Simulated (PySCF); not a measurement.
A thermochemical cycle for AlF

PBE0 in PySCF with def2-TZVP on every atom, for the lowest determinant that a PBE0 search found; no spin–orbit coupling. AlF, a singlet (closed shell), has De = 6.76 eV to neutral atoms, and AlF⁺, a doublet (σ ↑), has De = 3.29 eV to Al⁺ + F.

The adiabatic ionisation energy of AlF, between the minima, is 9.55 eV.

Q: Which ionisation energy of the Al atom does this level give?

A: IE(Al) = IE(molecule) + De(ion) − De(neutral) = 9.55 + 3.29 − 6.76 = 6.08 eV; the measured value is 5.986 eV (NIST ASD).

For an ion De counts to the pair picked by the measured ionisation energies or electron affinities, which need not be the lowest pair at this level. States were picked by a PBE0 search and need not be the measured ground states.
